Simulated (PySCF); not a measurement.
Compound: 1-ethenyl-1-methylcyclopropane, C₆H₁₀.
Structure used (GFN2-xTB), in Å, numbered top down from 1:
```xyz
16
C6H10 angstrom
C      2.118    0.238    0.671
C      1.267   -0.338   -0.163
C     -0.199   -0.136   -0.198
C     -0.907   -0.943   -1.265
C     -0.936    0.103    1.098
C     -0.757    1.227    0.131
H      1.805    0.935    1.431
H      3.173    0.033    0.627
H      1.642   -1.031   -0.905
H     -1.978   -0.754   -1.245
H     -0.532   -0.680   -2.253
H     -0.744   -2.009   -1.107
H     -0.362    0.113    2.012
H     -1.919   -0.331    1.205
H     -0.061    2.014    0.378
H     -1.617    1.567   -0.427
```

The geometry is computed with GFN2-xTB (gas phase).

Masses are those of the commonest isotopes; rigid-rotor values at the optimised geometry. The values belong to one conformer with, in the numbering `[CH2:1]=[CH:2][C:3]1([CH3:4])[CH2:5][CH2:6]1`, C1–C2–C3–C4 180°.

(1) Give the principal moments of inertia and the rotational constants in MHz.

(2) Classify the top.

(3) What does the inertial defect say?

Answers

(1) Ia = 95.78, Ib = 155.21, Ic = 208.25 u·Å²; 505379 MHz·u·Å²/I gives A = 5277, B = 3256, C = 2427 MHz.

(2) An asymmetric top: κ = (2 × 3256 − 5277 − 2427)/(5277 − 2427) = -0.42.

(3) Not planar: Δ = Ic − Ia − Ib = -42.74 u·Å². For a rigid frame Δ = −2 Σ m c², so Σ m c² = 21.37 u·Å² lies off the ab plane: 7.99 from hydrogen and 13.38 from heavier atoms. The atom farthest from that plane is 1.26 Å away.

No frequency check. These are rigid-rotor constants of the computed structure; measured ground-state constants (B0) also hold zero-point vibration.
